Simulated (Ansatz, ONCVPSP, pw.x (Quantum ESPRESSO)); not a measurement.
barium: does the ONCV potential hold in the solid?

```
Element                 : barium
Generator               : ONCVPSP 4.0.1
Type                    : optimised norm-conserving Vanderbilt (ONCV)
Functional              : PBE
Relativity              : scalar-relativistic
Frozen core             : [Kr] 4d10
Valence charge          : 10
Reference configuration : 5s2 5p6 6s2
Partial waves           : 5s+6s: rc 2.90 bohr, ncon 4, nbas 7, qcut 4.5 1/bohr, 2 projectors; 5p: rc 2.25 bohr, ncon 4, nbas 7, qcut 5.5 1/bohr, 2 projectors, debl 1.1 Ha; d scattering state at 0.03 Ha: rc 2.50 bohr, ncon 4, nbas 8, qcut 4 1/bohr, 1 projector
Local potential         : polynomial inside 2.10 bohr (lpopt 5, dvloc0 6 Ha)
Core correction         : Teter function, fcfact 1.5, rcfact 1
```

In the d channel the program set the typed energies aside and used 0.050 Ha.

Atomic tests: cutoffs needed: 11 Ha and 13 Ha (the cutoffs (Ha) at which the residual kinetic energy of the hardest occupied pseudo-wave falls to 1 and 0.1 mHa per electron); ghost test: no bound ghost flagged; no localised positive-energy state flagged; largest excitation error: -214 meV (all-electron minus pseudo) for 5s1 5p6 6s2, out of 4 test configurations.

Crystal test: bcc Ba in pw.x 7.5, no spin, 9³ k-points, Fermi–Dirac smearing 0.01 Ry, cutoffs 50/200 Ry. The reference is all-electron LAPW (Ansatz 0.2.0) with the same functional, mesh and smearing; V0 and B0 come from Birch–Murnaghan fits to the pressures at five volumes. Errors are pseudo minus all-electron; Δ is the rms difference of the E(V) curves that follow from these fits, minima aligned, over ±6 % about the mean V0. Mesh and smearing are coarse, so the numbers serve the comparison and aren't converged zero-temperature values; the lattice is a test structure that the element need not adopt.

```csv
V (Å³/atom),P all-electron (GPa),P pseudo (GPa)
60.428,0.47,0.53
62.018,0.23,0.28
63.608,0.01,0.05
65.198,-0.19,-0.16
66.788,-0.38,-0.35
```

All-electron: a0 = 5.031 Å (V0 = 63.67 Å³/atom), B0 = 8.4 GPa.

Pseudopotential: mean pressure error (GPa): +0.04; a0 (Å): 5.039; a0 error (%): +0.15; B0 error (%): +1.5; Δ (meV/atom): 0.5.

At the middle volume, how do free energy and pressure move when the wave cutoff is lowered (ecutrho kept at four times it)?

```tsv
cutoff (Ry)	shift of F (meV/atom)	shift of P (GPa)
22	+124.3	-1.98
30	+1.1	-0.03
40	+0.2	+0.00
```

Input at the middle volume:

```
&control
  calculation='scf', prefix='x', pseudo_dir='./', outdir='./tmp', tstress=.true., disk_io='none'
/
&system
  ibrav=0, nat=1, ntyp=1, ecutwfc=50, ecutrho=200, nbnd=12,
  occupations='smearing', smearing='fd', degauss=0.01
/
&electrons
  conv_thr=1e-09, mixing_beta=0.4, electron_maxstep=70
/
ATOMIC_SPECIES
Ba 1.0 Ba.UPF
CELL_PARAMETERS angstrom
  -2.51468688 2.51468688 2.51468688
  2.51468688 -2.51468688 2.51468688
  2.51468688 2.51468688 -2.51468688
ATOMIC_POSITIONS crystal
Ba 0.0000 0.0000 0.0000
K_POINTS automatic
9 9 9 0 0 0
```

```bash
pw.x < Ba.scf.in > Ba.scf.out
```

Lines of the output:

```
Message from routine setup:
     using ibrav=0 with symmetry is DISCOURAGED, use correct ibrav instead
     lattice parameter (alat)  =       8.2308  a.u.
     unit-cell volume          =     429.2481 (a.u.)^3
     number of electrons       =        10.00
     number of Kohn-Sham states=           12
     kinetic-energy cutoff     =      50.0000  Ry
     charge density cutoff     =     200.0000  Ry
     scf convergence threshold =      1.0E-09
     Exchange-correlation= PBE
     number of k points=    35  Fermi-Dirac smearing, width (Ry)=  0.0100
     iteration #  1     ecut=    50.00 Ry     beta= 0.40
     total energy              =     -52.00521787 Ry
     estimated scf accuracy    <       0.00106489 Ry
     iteration #  2     ecut=    50.00 Ry     beta= 0.40
     total energy              =     -52.00534704 Ry
     estimated scf accuracy    <       0.00035880 Ry
     iteration #  3     ecut=    50.00 Ry     beta= 0.40
     total energy              =     -52.00538091 Ry
     estimated scf accuracy    <       0.00001250 Ry
     iteration #  4     ecut=    50.00 Ry     beta= 0.40
     total energy              =     -52.00538290 Ry
     estimated scf accuracy    <       0.00000034 Ry
     iteration #  5     ecut=    50.00 Ry     beta= 0.40
     total energy              =     -52.00538290 Ry
     estimated scf accuracy    <       0.00000019 Ry
     iteration #  6     ecut=    50.00 Ry     beta= 0.40
     the Fermi energy is     5.7531 ev
!    total energy              =     -52.00538294 Ry
     estimated scf accuracy    <          2.3E-10 Ry
     smearing contrib. (-TS)   =      -0.00658860 Ry
     The total energy is F=E-TS. E is the sum of the following terms:
     one-electron contribution =     -14.63409127 Ry
     hartree contribution      =       8.96022923 Ry
     xc contribution           =      -8.03389447 Ry
     ewald contribution        =     -38.29103783 Ry
     convergence has been achieved in   6 iterations
          total   stress  (Ry/bohr**3)                   (kbar)     P=        0.47
     Message from routine punch:
     Nothing written, as per user request (disk_io='none')
```

The run at the middle volume (35 k-points, 6 iterations) took about 12 s on one core of a shared host (Intel(R) Xeon(R) Platinum 8375C CPU @ 2.90GHz, 64 threads, 248 GiB, load 34).
